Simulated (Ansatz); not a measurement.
Relative stability

The two ends of one reaction step of CH6AlN, singlet (PBE0-D4/def2-TZVP).

A:

```json
{"atom": "Al1", "x (Å)": "-0.6216", "y (Å)": "0.0786", "z (Å)": "-0.3492"}
{"atom": "C2", "x (Å)": "0.2891", "y (Å)": "0.7958", "z (Å)": "1.2179"}
{"atom": "N3", "x (Å)": "0.1655", "y (Å)": "-1.1558", "z (Å)": "-1.3443"}
{"atom": "H4", "x (Å)": "1.0793", "y (Å)": "-1.5451", "z (Å)": "-1.1777"}
{"atom": "H5", "x (Å)": "-2.0685", "y (Å)": "0.5394", "z (Å)": "-0.8127"}
{"atom": "H6", "x (Å)": "1.2709", "y (Å)": "0.3436", "z (Å)": "1.3797"}
{"atom": "H7", "x (Å)": "0.4322", "y (Å)": "1.8776", "z (Å)": "1.1283"}
{"atom": "H8", "x (Å)": "-0.3043", "y (Å)": "0.6365", "z (Å)": "2.1241"}
{"atom": "H9", "x (Å)": "-0.2429", "y (Å)": "-1.5708", "z (Å)": "-2.1662"}
```

B:

Al1  (-1.173, -0.238, -1.151)
C2  (0.722, 0.564, 1.237)
N3  (-0.514, -1.371, -2.110)
H4  (0.938, -0.181, 0.465)
H5  (-2.137, 0.810, -0.512)
H6  (1.577, 0.607, 1.912)
H7  (0.574, 1.546, 0.788)
H8  (-0.165, 0.279, 1.805)
H9  (0.178, -2.015, -2.434)
(Å)

Program: Ansatz 0.2.0. Basis: def2-TZVPP. Cores are frozen in the correlated methods. B3LYP uses VWN-RPA correlation.

Question: Which structure is lower at CCSD(T), and by how much? (An estimate is asked for; the value comes from the calculation.)

Answer: Computed: A, by 2.613 eV (electronic energy, against the other). By their contacts, A is CH₆AlN ([CH3][AlH][NH2]) and B is a complex of AlNH₂ ([NH][AlH]) + CH₄.

All methods give the same order:

| method | E(B) − E(A) (eV) |
| --- | --- |
| SPW92 | 2.666 |
| PBE-D4 | 2.500 |
| BLYP-D4 | 2.369 |
| r2SCAN-D4 | 2.659 |
| B97M-V | 2.693 |
| PBE0-D4 | 2.733 |
| B3LYP-D4 | 2.581 |
| r2SCAN0-D4 | 2.813 |
| BHLYP-D4 | 2.821 |
| CAM-B3LYP-D4 | 2.717 |
| wB97X-V | 2.779 |
| wB97M-V | 2.707 |
| B2PLYP | 2.563 |
| PBE-QIDH | 2.782 |
| RPA on PBE | 2.516 |
| HF | 2.965 |
| MP2 | 2.580 |
| CCSD | 2.710 |
| CCSD(T) | 2.613 |

No T1 diagnostic of these runs exceeds 0.020.

Labels in which every atom is bracketed show which atoms are joined, not bond orders.

For scale, one of the runs: CCSD(T)/def2-TZVPP, 188 basis functions, launched by `ansatz run in.yaml --threads 2 --pin off --events-out ev --progress --plain --max-ram 4352MiB`. The run took 28 s on 2 CPU threads of an Arm Neoverse V2 (shared host), with 1.9 GiB of host memory at its peak.
